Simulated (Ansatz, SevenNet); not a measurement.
For rock-salt NaCl, the machine-learned potential SevenNet-0 (trained on PBE and PBE+U data) gives:

```
Property                           Value
------------------------------  --------
equilibrium lattice constant a   5.688 Å
elastic constant C11            49.0 GPa
elastic constant C44            11.8 GPa
polycrystal shear modulus       13.9 GPa
```

Problem. What does HSE06 in Ansatz (PAW) give for the same quantities?

Solution. 
- lattice constant a: 5.653 Å (falls by 0.6 %)
- elastic constant C11: 50.7 GPa (rises by 3.5 %)
- elastic constant C44: 13.1 GPa (increases by 11 %)
- Voigt–Reuss–Hill shear modulus: 15.3 GPa (rises by 10 %)

For comparison: lattice constant a 5.569 Å (measured, static lattice: zero-point anharmonic expansion removed; as tabulated in Mejia-Rodriguez and Trickey (2018), arXiv:1807.09216); elastic constant C11 57.3 GPa (measured, 4 K, zero-point motion not removed; as tabulated in X. Wang et al., RSC Advances (2016)); elastic constant C44 13.3 GPa (measured, 4 K, zero-point motion not removed; as tabulated in X. Wang et al., RSC Advances (2016)).

Changes are worked out from the printed values.

Unless a cell is named, each level is at its own relaxed cell (SevenNet-0 23.00, HSE06 22.58 Å³/atom).

Ansatz's density-functional and Hartree–Fock values are scalar-relativistic unless marked +SOC, with PAW data made under PBE.

Ansatz is a first-principles code.
